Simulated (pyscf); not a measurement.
PySCF, gas phase, ωB97X-D3(BJ)/def2-SVP geometries.

**Question.** F–Mo(F)(F)(F)(F)–F (SMILES [F][Mo]([F])([F])([F])([F])[F]) + HCl (SMILES Cl) → HF (SMILES F) + F–Mo(F)(F)(F)(F)–Cl (SMILES [F][Mo]([F])([F])([F])([F])[Cl])
Surface: singlet. Broken: F–Mo, Cl–H. Formed: F–H, Cl–Mo. Give ΔE‡ and ΔE from ωB97M-D3(BJ)/def2-TZVP, relative to the separated reactants.

**Answer.** ΔE‡ = 24.7 kcal/mol, ΔE = +8.3 kcal/mol. Zero-point energy shifts the barrier by +0.7 kcal/mol. It is a four-centre exchange, with an imaginary mode of 622i cm⁻¹. This is the saddle that the search found; another between the same sides may lie lower. Elements past Kr carry the def2 core potentials, without spin-orbit coupling.
